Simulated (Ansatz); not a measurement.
```yaml
crystal:
  periodic: [false, false, false]
  atoms:
    - {symbol: C, position_ang: [-1.470117, -0.036029, -0.001356]}
    - {symbol: S, position_ang: [-0.740102, 1.453026, 0.013173]}
    - {symbol: Ga, position_ang: [0.630693, -0.662675, -0.005805]}
    - {symbol: H, position_ang: [-2.564907, 0.044789, -0.001352]}
basis:
  gaussian: {orbitals: def2-TZVP}
hamiltonian: {xc: pbe0}
relax: {f_tol: 0.004, max_steps: 80}
```

```sh
$ ansatz run in.yaml --threads 1 --pin off --events-out ev --progress --plain --max-ram 2176MiB
```

Steps of the relaxation (energy above the last step; positions in Å, forces in eV/Å):

```
4
step 1, 68.4 meV
C    -1.470   -0.036   -0.001    0.544    0.860    0.008
S    -0.740    1.453    0.013   -0.099   -0.527   -0.005
Ga    0.631   -0.663   -0.006   -0.502    0.060    0.000
H    -2.565    0.045   -0.001    0.056   -0.393   -0.004
```

```
4
step 2, 24.3 meV
C    -1.449   -0.013   -0.001    0.237    0.680    0.007
S    -0.736    1.476    0.013   -0.139   -0.406   -0.004
Ga    0.587   -0.672   -0.006   -0.203   -0.026    0.000
H    -2.546    0.008   -0.002    0.105   -0.248   -0.002
```

```
4
step 3, 0.5 meV
C    -1.425    0.031   -0.001   -0.208   -0.039   -0.001
S    -0.740    1.508    0.014    0.025    0.083    0.001
Ga    0.541   -0.697   -0.006    0.054   -0.038    0.000
H    -2.520   -0.043   -0.002    0.128   -0.006    0.000
```

```
4
step 4, 0.0 meV
C    -1.427    0.033   -0.001   -0.006    0.024    0.000
S    -0.741    1.512    0.014   -0.016   -0.034    0.000
Ga    0.542   -0.701   -0.006   -0.001    0.003    0.000
H    -2.518   -0.045   -0.002    0.023    0.007    0.000
```

```
4
step 5, 0.0 meV
C    -1.428    0.033   -0.001    0.003   -0.003    0.000
S    -0.741    1.511    0.014    0.003    0.005    0.000
Ga    0.542   -0.700   -0.006    0.000    0.000    0.000
H    -2.518   -0.044   -0.002   -0.005   -0.002    0.000
```

```
4
step 6, 0.0 meV
C    -1.428    0.033   -0.001    0.000    0.000    0.000
S    -0.741    1.511    0.014    0.000    0.000    0.000
Ga    0.542   -0.700   -0.006    0.000    0.000    0.000
H    -2.518   -0.044   -0.002    0.000    0.000    0.000
```

Close pairs at the end: C1–H4 1.093 Å, C1–S2 1.630 Å, C1–Ga3 2.102 Å, S2–Ga3 2.557 Å.

A stationary point of restricted PBE0 after 6 steps (its stability towards spin polarisation wasn't tested); no frequencies were run, so it isn't proven a minimum. 50 s on 1 thread of Arm Neoverse N1, shared host.
